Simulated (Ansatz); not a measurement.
Predict the output of the script below (the Ansatz DFT code, driven from Python).

`c2h2_relaxed_scan.py`
```python
'''One bond of C2H2 held at set lengths while the rest relaxes.'''

import ansatz as az
import numpy as np

geometry_ang = [
    ('C', (0.15591, -0.54066, 0.19909)),
    ('C', (-0.15653, 0.54051, -0.19908)),
    ('H', (0.42781, -1.49133, 0.55162)),
    ('H', (-0.42719, 1.49147, -0.55163)),
]
mol = az.Crystal.molecule()
for symbol, xyz in geometry_ang:
    mol = mol.atom(symbol, xyz)

job = (
    mol.calculation()
    .basis(gaussian='def2-SVP')
    .functional('b3lyp')
    .accuracy('medium')  # preset for grids and thresholds
)
symbols = [site.symbol for site in mol.cartesian_sites]
pairs = [(0, 1), (0, 2), (1, 3)]
print('held (A)   E (eV)        ', '  '.join(f'{symbols[i]}{i}-{symbols[j]}{j}' for i, j in pairs))
for length in [0.97, 1.05, 1.13, 1.26, 1.42]:
    summary = job.relax(constraints=[az.DistanceConstraint((0, 2), at=length)], force_tolerance=0.02, max_steps=60).run(threads=1).report
    xyz = np.array(summary['positions_ang'])
    print(f'{length:6.2f} {summary["free_energy_ev"]:14.5f}  ', '  '.join(f'{np.linalg.norm(xyz[i] - xyz[j]):.3f}' for i, j in pairs))
```

```console
$ python c2h2_relaxed_scan.py
held (A)   E (eV)         C0-C1  C0-H2  C1-H3
DeckWarning: relax.constraints: the input's atoms, or those drawn, lie off the distances that are held; a relaxation that starts there is brought onto them ahead of its first SCF, by positions alone, [...]
  0.97    -2102.43104   1.208  0.970  1.074
  1.05    -2102.68414   1.209  1.050  1.074
  1.13    -2102.64071   1.209  1.130  1.074
  1.26    -2102.20155   1.210  1.260  1.074
  1.42    -2101.36620   1.210  1.420  1.075
```
(Warnings from the package without file and line, shortened, repeats left out.)

The settings weren't tested for convergence. The energies are electronic: no zero-point or thermal terms, and the basis set is short of its limit. b3lyp holds the VWN-RPA fit, as in Gaussian; the form of ORCA and Turbomole is b3lyp5. It ran for 12 s on 1 thread of Arm Neoverse V1, on a shared host, peak memory 0.16 GiB.
